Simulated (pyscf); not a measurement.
Optimised with ωB97X-D3(BJ)/def2-SVP in PySCF. Correlated levels are frozen-core, on RHF or UHF. ΔMP2 is the change of the MP2 total energy from the triple- to the quadruple-zeta basis.

Problem. PBE/def2-TZVP puts the barrier of PH₃ + silanol (HO–SiH₃) → H₃Si–PH₂ + water (H₂O) (four-centre exchange; singlet surface; H–P, O–Si broken, P–Si, H–O formed) at 41.9 kcal/mol and the reaction energy at +13.2 kcal/mol, from the separated reactants. What do PBE0-D3(BJ)/def2-TZVP, M06-2X/def2-TZVP, CCSD(T)/def2-TZVPP + ΔMP2(QZVPP) give on the same structures?

Solution. PBE0-D3(BJ): ΔE‡ = 44.1 kcal/mol, ΔE = +13.1 kcal/mol; M06-2X: ΔE‡ = 49.9 kcal/mol, ΔE = +18.3 kcal/mol; CCSD(T): ΔE‡ = 51.2 kcal/mol, ΔE = +15.1 kcal/mol. PBE's barrier lies under all of them, by 2.2 to 9.4 kcal/mol. Its reaction energy matches one of them and lies within 5.1 kcal/mol of the others. Low barriers are usual for a GGA, whose delocalisation error favours stretched bonds. This is the saddle that the search found; another between the same sides may lie lower. The CCSD(T) − MP2 part came from Ansatz, without density fitting, on the same reference.
